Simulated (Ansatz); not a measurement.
hcp Be, treated with r²SCAN50 in Ansatz (PAW).

The input as run:

Ansatz 0.2 input:
```yaml
crystal:
  lattice:
    - [1.1264488933, -1.9510667154, 0.0]
    - [1.1264488933, 1.9510667154, 0.0]
    - [0.0, 0.0, 3.5706527263]
  atoms:
    - { symbol: Be, position: [0.3333333333, 0.6666666667, 0.25] }
    - { symbol: Be, position: [0.6666666667, 0.3333333333, 0.75] }
basis:
  ecutwfc: 520
  ecutrho_ratio: 4
  xc_grid: 3
kpoints:
  mp_grid: { grid: [15, 15, 8] }
hamiltonian:
  xc: r2scan50
  dispersion: none
  pseudopotentials: { kind: paw }
scf:
  occupations: { method: fermi_dirac, width: 0.05 }
  convergence: { dr2_threshold: 0.0000000002 }
output:
  forces: true
  stress: true
  eigenvalues: true
```

Excerpt of the program's output:

```
WARN output.stress: scf.exx.energy_threshold = 1e-6 eV is looser than the 2e-8 eV advised for a stress under a hybrid functional (1e-8 eV for each atom of the …
Crystal: 2 atoms, lattice volume = 15.695 Å³
Basis set: ecut = 520 eV, 403 PW (Γ), exchange–correlation on 54×54×81 points (27 copies of the dense FFT grid, shifted against one another)
Bands: 6, of which v1, the nominal top of the filled ones, is band 2 counted from 1 (1 counted from 0)
Symmetry: 24 space group operations
Space group: P63/mmc (ITA 194), of the structure as read, at distance tolerance 2.5e-5 Å
k-points: 135 of 1800
Functional: x = r2scan, c = r2scan; τ floored in thin density (d = 2e-4 eV/Å³), warm-up for x = 0.5 r2scan + 0.5 exact, c = r2scan; τ floored in thin density (d = 2e-4 eV/Å³)
SCF iter   1: F=—  HF=-186.646961 eV  |F-HF|=—  |Δ(HF+E_count)|=         —  Δρ=3.87e-3  dr2=1.75e-3  dr2_τ=5.90e-2
SCF iter   2: F=—  HF=-186.657641 eV  |F-HF|=—  |Δ(HF+E_count)|=   1.07e-2  Δρ=3.66e-3  dr2=1.62e-3  dr2_τ=4.76e-6
  ...
SCF 1 converged in 9 iterations: F = -186.657456 eV  dr2 = 3.26e-11
Crystal: 2 atoms, lattice volume = 15.695 Å³
Initial density: handed on by an earlier stage of this run
Functional: x = 0.5 r2scan + 0.5 exact, c = r2scan; τ floored in thin density (d = 2e-4 eV/Å³)
SCF 2 converged in 5 iterations: F = -186.643909 eV  dr2 = 1.94e-10
Crystal: 2 atoms, lattice volume = 15.695 Å³
Crystal: 2 atoms, lattice volume = 15.695 Å³
SCF 4 converged in 6 iterations: F = -186.645450 eV  dr2 = 1.04e-10
Crystal: 2 atoms, lattice volume = 15.695 Å³
Crystal: 2 atoms, lattice volume = 15.695 Å³
SCF iter   1: F=—  HF=-186.645955 eV  |F-HF|=—  |Δ(HF+E_count)|=         —  Δρ=8.22e-7  dr2=1.64e-10  dr2_τ=5.20e-14
SCF iter   2: F=-186.645955 eV  HF=-186.645955 eV  |F-HF|=2.27e-13  |Δ(HF+E_count)|=  7.95e-11  Δρ=5.16e-8  dr2=5.07e-11  dr2_τ=1.12e-15
SCF 6 converged in 2 iterations: F = -186.645955 eV  dr2 = 5.07e-11
Free energy (F): -186.645955 eV
Internal energy: -186.645741 eV  (E = F + TS)
E sigma→0 (E₀):  -186.645848 eV
Fermi energy:    8.766221 eV
--- Forces (eV/Å), atoms counted from 1 ---
  atom   1  Be    -0.00000000    -0.00000000     0.00000000
  atom   2  Be     0.00000000     0.00000000    -0.00000000
--- Stress (GPa, compression-positive) ---
        0.081448       0.000000       0.000000
        0.000000       0.081448      -0.000000
        0.000000      -0.000000      -0.088439
  P = ⅓ Tr σ = 0.0248 GPa (0.248 kbar)
```

The PAW data were made under PBE.

Note: the run warned that the count of filled bands differs between k points.

Computing time: roughly 2.5 core-minutes.

Ansatz is a quantum-chemistry and plane-wave program.
